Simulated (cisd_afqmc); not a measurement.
Input (AFQMC/CISD/aug-cc-pVDZ; cisd_afqmc is a phaseless AFQMC code with CISD trial states that reads the integrals written by Ansatz):

Ansatz 0.2 input:
```python
import cisd_afqmc

open("ham.yaml", "w").write("""\
crystal:
  periodic: [false, false, false]
  atoms:
    - {symbol: O, position_ang: [0.01382699, -0.00208751, 0.60715025]}
    - {symbol: C, position_ang: [-0.02150103, 0.16263942, -0.61155375]}
    - {symbol: H, position_ang: [0.01839031, -0.95913641, -1.18787951]}
basis:
  gaussian:
    orbitals: aug-cc-pVDZ
total_charge: -1
magnetization: {spin_polarized: false}
correlation: {method: ccsd, electrons: outside_noble_gas, hamiltonian_folder: ham}
""")
rep = cisd_afqmc.ansatz("ham.yaml")
e_ccsd = rep["correlation"]["coupled_cluster"]["energy"]["hartree"]
out = cisd_afqmc.run("ham", e_ccsd, trial="CISD", walkers=100, populations=8, threads=8, dt=0.005, steps=40, early=24, settle=10, least=32,
    cut=5e-5, rank_cut=2e-4, target=0.0004, seconds=1500, seed=1, memory=17280, gpu=False)
```

Output:

```
orbitals 53, occupied [6], factors 298 of 542, rank of the doubles 140 of 282
E(HF) = -113.236617
E(CCSD) on the cut factors = -113.590595, shift to the whole factors -0.000009
Energy of the trial state on the determinant = -113.590636
  tau behind 7.2 of longer steps, mean of the populations' last blocks
   2.0  -113.60666
   4.0  -113.60727
   6.0  -113.61043
   8.0  -113.60581
  10.0  -113.60679
  12.0  -113.60675
  14.0  -113.60743
  16.0  -113.60867
  18.0  -113.60820
  20.0  -113.60622
  22.0  -113.60602
  24.0  -113.60561
  26.0  -113.60769
  28.0  -113.60708
  30.0  -113.60553
  32.0  -113.60677
  34.0  -113.60597
blocks 1295 (1 outliers left out), error by blocks joined: 1: 0.00021, 2: 0.00026, 4: 0.00030, 8: 0.00034, 16: 0.00039
E(AFQMC/CISD) = -113.60698 +/- 0.00039
```
